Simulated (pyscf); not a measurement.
Thermochemistry of product channels of H₃Ge–SnH₃ + methyl (CH₃•) on the doublet surface, in kcal/mol, from CCSD(T)/def2-TZVPP + ΔMP2(QZVPP) energies (ideal gas, 1 atm, RRHO with modes under 100 cm⁻¹ raised to 100, one conformer, R ln 2 for chiral ones without a mode under 150 cm⁻¹). PySCF, gas phase, ωB97X-D3(BJ)/def2-SVP geometries. MP2 and CC: frozen core, UHF for open shells. ΔMP2 is the change of the MP2 total energy from the triple- to the quadruple-zeta basis.

| products | ΔE | ΔH(298 K) | ΔG(298 K) | ΔG(600 K) |
|---|---|---|---|---|
| SnH₃• + H₃C–GeH₃ | -15.4 | -13.5 | -13.2 | -12.6 |
| H₃Ge–SnH₂• + methane (CH₄) | -33.1 | -28.9 | -29.0 | -28.8 |

These are energies of the channels, which say nothing of barriers. The CCSD(T) − MP2 part came from Ansatz, without density fitting, on the same reference. The frozen core leaves the outer d or s,p core shells of the metals and heavy elements correlated in the MP2 and CC values, and def2-TZVPP describes them poorly, which can shift differences by a few kcal/mol. Elements up to Kr have no core potential and no relativistic terms here. Elements past Kr carry the def2 core potentials, without spin-orbit coupling.
